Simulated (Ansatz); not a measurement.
# C₂H₃O (doublet): wave-function methods side by side, 6-31G*

An exercise on one series of results from a longer session: the logs are not shown, and one member is left open.

Computed with Ansatz 0.2.0, Gaussian basis. Level: 6-31G*, core rule «outside noble gas», up to 3 orbitals frozen.

The runs, in order: UHF; CCSD(T) on ROHF; CCSD(T) on UHF; BCCD(T) on ROHF; CISD; CCSDT(Q) on ROHF; CCSDT(Q) on UHF; CASSCF and MRCISD+Q, 9 electrons in 9 orbitals; CASSCF and NEVPT4(SD), 9 electrons in 9 orbitals; CASSCF and NEVPT2, 9 electrons in 9 orbitals.

14 further runs of the same task are left out: 1 that didn't finish, 13 set aside as unsound or not needed.

### The geometry

The geometry is an MP2(full)/6-31G* stationary point (not a proven minimum).

6 atoms, charge 0, spin multiplicity 2.

Atoms are counted from 1 here; the program's logs count them from 0.

Bond lengths: C1–C2 1.513 Å, C1–H3 1.093 Å, C1–H4 1.092 Å, C1–H5 1.092 Å, C2–O6 1.196 Å. Angles: C2–C1–H3 111.1°, C2–C1–H4 108.6°, C2–C1–H5 108.6°, H3–C1–H4 110.4°, H3–C1–H5 110.4°, H4–C1–H5 107.6°, C1–C2–O6 127.5°.

Coordinates:

```xyz
6
C2H3O
C    -1.0631   -0.7108    0.0000
C    -0.0848    0.4433    0.0000
H    -0.5404   -1.6708    0.0000
H    -1.7024   -0.6262    0.8811
H    -1.7024   -0.6262   -0.8811
O     1.1103    0.3850    0.0000
```

The first run:

Input file in.yaml:

```yaml
crystal:
  periodic: [false, false, false]
  atoms:
    - {symbol: C, position_ang: [-1.063094, -0.710792, 0.000000]}
    - {symbol: C, position_ang: [-0.084803, 0.443305, 0.000000]}
    - {symbol: H, position_ang: [-0.540354, -1.670815, 0.000000]}
    - {symbol: H, position_ang: [-1.702429, -0.626249, 0.881061]}
    - {symbol: H, position_ang: [-1.702429, -0.626249, -0.881061]}
    - {symbol: O, position_ang: [1.110266, 0.384967, 0.000000]}
basis:
  gaussian: {orbitals: "6-31G*"}
magnetization: {spin_polarized: true, initial_magnetization: 1}
hamiltonian: {xc: hf}
output: {orbitals: {seedname: orbitals}}
```

Command:

```sh
$ ansatz run in.yaml --threads 1 --pin off --events-out ev --progress --plain --max-ram 4096MiB --backend cpu
```

Steps of the session up to this table: UHF; CCSD(T) on ROHF; CCSD(T) on UHF; BCCD(T) on ROHF; CISD; CCSDT(Q) on ROHF; CCSDT(Q) on UHF; CASSCF and MRCISD+Q, 9 electrons in 9 orbitals; CASSCF and NEVPT4(SD), 9 electrons in 9 orbitals; CASSCF and NEVPT2, 9 electrons in 9 orbitals.

One of the session's tables, all rows but one given; the rest of the session is left out.

| method | from UCCSDT(Q) (meV) |
| --- | --- |
| ROHF | +12472.8 |
| UHF | +12350.0 |
| RMP2 | +1016.9 |
| UMP2 | +1056.0 |
| CISD | +1698.5 |
| RCCSD | +465.9 |
| UCCSD | +460.4 |
| RCCSD(T) | +62.0 |
| UCCSD(T) | ? |
| BCCD(T) | +59.9 |
| RCCSDT | +34.9 |
| UCCSDT | +34.3 |
| RCCSDT(Q) | +6.4 |
| UCCSDT(Q) | 0 |

**Question.** Estimate the row for UCCSD(T).

**Answer.** from UCCSDT(Q) (meV): +63.4. In the column «from UCCSDT(Q) (meV)» it lies between RCCSD(T) (+62.0) and UCCSD (+460.4).

Limits of these values: Left out of the table: CASSCF frontier, NEVPT4(SD) frontier, MRCISD frontier, MRCISD+Q frontier (the active space lost an orbital or holds another state than full CI finds). Restricted and unrestricted rows rest on different reference determinants; where their highest levels disagree by more than a few hundredths of an eV, they describe different states and don't form one ladder. Warnings in the runs' records: passed over end.
